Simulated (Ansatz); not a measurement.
Energy needed to pull apart H$_{2}$S (SMILES S), closed shell, into free ground-state atoms, from the structure below (displaced at random from a GFN2-xTB minimum); no zero-point or spin–orbit terms; open-shell atoms are treated unrestricted, in their ground-state multiplicity.

| atom | x (Å) | y (Å) | z (Å) |
| --- | --- | --- | --- |
| S1 | 0.5006 | -0.3744 | 0.1700 |
| H2 | 0.1635 | 1.0789 | 0.1748 |
| H3 | -0.5197 | -0.7724 | -0.3986 |

Program: Ansatz 0.2.0. Basis: def2-TZVPP. Cores are frozen in the correlated methods.

```json
{"method": "SPW92", "atomization energy (eV)": "8.52"}
{"method": "PBE-D4", "atomization energy (eV)": "7.48"}
{"method": "revPBE-D4", "atomization energy (eV)": "7.35"}
{"method": "r2SCAN-D4", "atomization energy (eV)": "?"}
{"method": "PBE0-D4", "atomization energy (eV)": "7.36"}
{"method": "wB97M-V", "atomization energy (eV)": "7.57"}
{"method": "HF", "atomization energy (eV)": "5.15"}
{"method": "MP2", "atomization energy (eV)": "?"}
{"method": "CCSD", "atomization energy (eV)": "7.21"}
{"method": "CCSD(T)", "atomization energy (eV)": "7.31"}
```

Question: What does MP2 give? (To be estimated.)

Answer: Computed: 7.18 eV, which is about 0.13 eV less than CCSD(T)/def2-TZVPP.

Question: What does r2SCAN-D4 give? (An estimate is asked for; the value comes from the calculation.)

Answer: By the calculation: 7.47 eV, which is about 0.16 eV more than CCSD(T)/def2-TZVPP.

In triple zeta the MP2 and coupled-cluster atomization energies are still short of their basis limit by a few kcal/mol a bond, whereas those of the functionals are nearly converged, so these differences are not deviations from converged CCSD(T).

The T1 diagnostic stays at or below 0.010.

For scale, one of the runs: CCSD(T)/def2-TZVPP forces, 70 basis functions (an equivalent command: `ansatz run in.yaml --threads 4`). Hardware: 4 CPU threads, shared host. Wall time about 0.75 s.
